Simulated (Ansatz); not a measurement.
Process, species as SMILES: C=C=O + H+ → C=C=[OH+]
B3LYP-D3(BJ)/def2-TZVP geometries, fixed; electronic energies without zero-point terms; positive where energy is released.
Largest species:
```
C
O 1 1.2226
C 1 1.2711 2 174.10
H 2 0.9881 1 116.97 3 -180.00
H 3 1.0898 1 120.12 2 90.72
H 3 1.0898 5 119.74 1 -178.57
```
Charge +1, spin multiplicity 1.

Basis-set convergence of the proton affinity at B3LYP with Ansatz (a program for electronic structure). Cartesian d functions, on some or all atoms, in 6-31G*; all else is spherical. The proton sits at the site shown, which need not be the one that binds it best. No added dispersion term, no relativity. Functions are those of the species that has most. Reference: the value in aug-pcseg-3, 161.89 kcal/mol, itself unsure by roughly 0.01 kcal/mol (its mean distance from aug-cc-pVQZ, def2-QZVPPD, pcseg-3). Deviations are taken from unrounded values. Cost is core time over that of 6-311++G(2d,2p), rough, on shared machines of one kind; a dash marks a row that isn't timed (too short, read off another run, short of memory, by another algorithm or on other hardware).

| basis | functions | proton affinity (kcal/mol) | minus reference (kcal/mol) | cost |
|---|---|---|---|---|
| 6-31G* | 51 | 161.95 | 0.05 | - |
| cc-pVDZ | 57 | 162.68 | 0.78 | - |
| 6-311+G** | 84 | 160.26 | -1.63 | 0.6× |
| 6-311++G(2d,2p) | 111 | 161.49 | -0.40 | 1× |
| pcseg-2 | 132 | 161.68 | -0.21 | 1× |
| def2-QZVPP | 261 | 161.89 | 0.00 | 2× |
| pcseg-3 | 279 | 161.90 | 0.01 | 3× |
| aug-cc-pVQZ | 378 | 161.87 | -0.02 | 5× |
| aug-pcseg-3 | 402 | 161.89 | 0.00 | 7× |

The smallest set listed that lies within 1 kcal/mol of the reference with all its larger relatives (same family, alike in diffuse functions; a set with none counts only in the reference's own line) is cc-pVDZ (57 functions, 0.78 kcal/mol off). Inside the window by cancellation, since a larger relative falls out: 6-31G*. Inside, with no larger relative to test it: def2-QZVPP, aug-cc-pVQZ. (Relatives not listed, tested too: 6-31G** 3.84, 6-311G** -0.06, cc-pVTZ 0.47, 6-311++G(3df,3pd) -0.29, cc-pVQZ 0.13 kcal/mol.)
